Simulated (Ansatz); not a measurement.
For hexagonal BN, r²SCAN+rVV10 in Ansatz (plane waves, PAW) gives:

equilibrium lattice constant a: 2.501 Å
c axis length: 6.526 Å
elastic constant C11: 928 GPa
elastic constant C44: 6.03 GPa
polycrystal shear modulus: 100 GPa

Task: What does HSE06-D3(BJ) (Ansatz, a quantum-chemistry and plane-wave program, PAW) give for the same quantities?

Result: 
- lattice constant a: 2.490 Å (drops by 0.4 %)
- lattice parameter c: 6.577 Å (grows by 0.8 %)
- elastic constant C11: 938 GPa (rises by 1.1 %)
- elastic constant C44: 5.99 GPa (stays essentially unchanged)
- Voigt–Reuss–Hill shear modulus: 100 GPa (hardly moves)

For comparison: lattice constant a 2.504 Å (measured, 297 K, no zero-point or thermal correction; as tabulated in Ioffe Institute, New Semiconductor Materials archive); lattice parameter c 6.661 Å (measured, 297 K, not corrected to a static lattice; as tabulated in Ioffe Institute, New Semiconductor Materials archive); elastic constant C11 811 GPa (measured, room temperature, no zero-point or thermal correction; as tabulated in Bosak et al., Phys. Rev. B 73, 041402 (2006)); elastic constant C44 7.7 GPa (measured, room temperature, not corrected to a static lattice; as tabulated in Bosak et al., Phys. Rev. B 73, 041402 (2006)).

Changes are worked out from the printed values.

Unless a cell is named, each level is at its own relaxed cell (r²SCAN+rVV10 8.84, HSE06-D3(BJ) 8.83 Å³/atom).

Caveats: the dispersion coefficients are held fixed in the derivatives (HSE06-D3(BJ)). Ansatz's density-functional and Hartree–Fock values are scalar-relativistic unless marked +SOC, with PAW data made under PBE.
